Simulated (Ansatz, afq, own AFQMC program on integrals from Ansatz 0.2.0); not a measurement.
Two steps: Ansatz 0.2.0 writes the Fock matrix and Cholesky factors of the valence space, and afq projects on them the lowest state that overlaps trial and start.

```yaml
crystal:
  periodic: [false, false, false]
  atoms:
    - {symbol: Si, position_ang: [0.000000, 0.000000, 2.100805]}
    - {symbol: Al, position_ang: [0.000000, 0.000000, -0.252999]}
    - {symbol: H, position_ang: [0.000000, 0.000000, -1.847805]}
basis:
  gaussian: {orbitals: 6-31G}
magnetization: {spin_polarized: false}
correlation: {method: ccsd_t, electrons: outside_noble_gas, hamiltonian_folder: ham}
```

```sh
$ ansatz run in.yaml --threads 1 --pin off --events-out ev --progress --plain --max-ram 16896MiB --backend cuda --devices 0, --max-vram 18GiB
```

afq runs on the folder ham with

```
--method free --trial cisd --walkers 4000 --time-step 0.03 --max-blocks 4000 --target-error 0.00034 --factor-cut 1e-05 --seed 8563 --times 0,0.3,0.6,1.2,1.8,2.4,3.6,4.8,6 --taylor-order 8
```

Times are imaginary, in 1/Eh. The walk had a cap of 61 s.

afq prints:

```
orbitals 18  electrons 4 4  factors 103 of 310
reference energy -531.24607728 Eh
CCSD correlation -0.09853188 Eh in 14 cycles, weight of the determinant in the CISD state 0.8605
repeat  energy at the last time / Eh  error
    10  -531.349154  0.000128
    20  -531.349228  0.000088
    30  -531.349183  0.000070
time / (1/Eh)  energy / Eh  error  mean overlap
  0.00  -531.344601  0.000034  1.1620
  0.30  -531.345885  0.000033  1.1619
  0.60  -531.346683  0.000032  1.1637
  1.20  -531.347705  0.000030  1.1632
  1.80  -531.348224  0.000031  1.1666
  2.40  -531.348514  0.000032  1.1680
  3.60  -531.348825  0.000050  1.1730
  4.80  -531.349020  0.000056  1.1799
  6.00  -531.349194  0.000069  1.1813
energy -531.349194 +/- 0.000069 Eh
```

The run failed at least one of its tests; the cautions name the faults.

Against this walk (error 1.9 meV) on the same determinant: CCSD(T) 40.0 meV higher, CCSDT(Q) 60.0 meV lower, CCSDTQ 68.0 meV lower, full CI 70.3 meV lower. The error is statistical, and a free projection of finite length keeps a remainder of its start. The projection is still falling at its last time (meV from the last point: 26.4 ± 0.9 at 1.80, 18.5 ± 0.9 at 2.40, 10.0 ± 1.4 at 3.60, 4.7 ± 1.5 at 4.80, 0.0 ± 1.9 at 6.00), so its energy is a cut-off value, and the gaps above aren't errors of the other methods. Full CI is exact here, so the walk's 70 meV above it is the walk's own error: what remains of the start. The determinant is a poor start (see the cautions), so the low cluster orders aren't to be relied on, and full CI is the sure value.

Cautions: remainder of the start not in the error; start not forgotten; another spin lies lower (by 604 meV); restricted determinant unstable towards unrestricted (UHF 704 meV lower, ⟨S²⟩ 1.00); strong correlation (T1 0.029, weight of the determinant 0.86, largest double 0.17); the CCSDT(Q) amplitudes may be one of several solutions (largest double 0.63); the CCSDTQ amplitudes may be one of several solutions (largest double 0.93); the determinant fills πx and πy unequally, so it mixes two states of the linear molecule, and each level undoes that mixture to a different degree, while full CI gives the lower state; CCSDTQ on the UHF determinant differs (605 meV lower), perhaps since the unrestricted series falls towards higher spin.

The walk took 10 s on 1 × NVIDIA H100 80GB HBM3 with 2 threads of AMD EPYC 7R13 Processor (Zen 3) (shared host) (the card was shared). The log's last line is the free-projection energy.

CCSDT and higher add their correlation energy to the determinant of the CCSD(T) run, since their own runs factorise the integrals more tightly (a shift of under 2 meV).
